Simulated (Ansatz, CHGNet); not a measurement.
**hcp Re: properties by level of theory**

Reference values: lattice constant a 2.761 Å (measured, 293 K, not corrected to a static lattice; as tabulated in Wikipedia's data pages); lattice parameter c 4.458 Å (measured, 293 K, no zero-point or thermal correction; as tabulated in Wikipedia's data pages).

| level (code) | equilibrium lattice constant a (Å) | c axis length (Å) |
|---|---|---|
| CHGNet-r²SCAN | 2.777 | 4.437 |
| PBE (Ansatz) | 2.775 | 4.482 |
| r²SCAN+rVV10 (Ansatz) | 2.753 | 4.450 |
| B3LYP (VWN-RPA form) (Ansatz) | 2.778 | 4.506 |

Differences from the reference values (errors of the level alone only where the reference is corrected to a static lattice):

```tsv
level	lattice constant a (%)	lattice parameter c (%)
CHGNet-r²SCAN	+0.58	-0.47
PBE	+0.51	+0.54
r²SCAN+rVV10	-0.29	-0.18
B3LYP (VWN-RPA form)	+0.62	+1.08
```

Nearest: lattice constant a, not ranked (reference at room or unstated temperature); lattice parameter c, not ranked (reference at room or unstated temperature).

Machine-learned potentials (CHGNet-r²SCAN) are trained on DFT data: a solid inside that data is no test of them.

Ansatz's density-functional and Hartree–Fock values are scalar-relativistic unless marked +SOC, with PAW data made under PBE.

Differences are worked out from the printed values.

Computed values are for the static lattice.

Ansatz is an electronic-structure program.
